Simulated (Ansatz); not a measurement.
System: solid bromine. Method: LDA (Ansatz, a quantum-chemistry and plane-wave program, plane waves, PAW).

Settings: plane-wave cutoff 520 eV, 10×10×4 k mesh (along the axes of the cell as run), Fermi–Dirac smearing 0.01 eV, scalar-relativistic PAW data made under PBE.

Cell (relaxed at this level):

```xyz
4
Lattice="1.9624 -3.3252 0.0000 1.9624 3.3252 0.0000 0.0000 0.0000 8.4198" Properties=species:S:1:pos:R:3 pbc="T T T"
Br     3.2897     0.0000     7.4024
Br     2.5976     0.0000     3.1925
Br     1.3273     0.0000     5.2273
Br     0.6352     0.0000     1.0174
```

Task: What does this level give for the bulk modulus B0, band gap and smallest direct gap on the k points sampled?

Result: 
- bulk modulus B0: 16.9 GPa
- band gap: 1.06 eV (indirect)
- smallest direct gap on the k points sampled: 1.26 eV

Note: the bulk modulus comes from volumes at which shape and atoms were relaxed.

Spin–orbit coupling is not included.

It cost very roughly 6 core-minutes of CPU time.
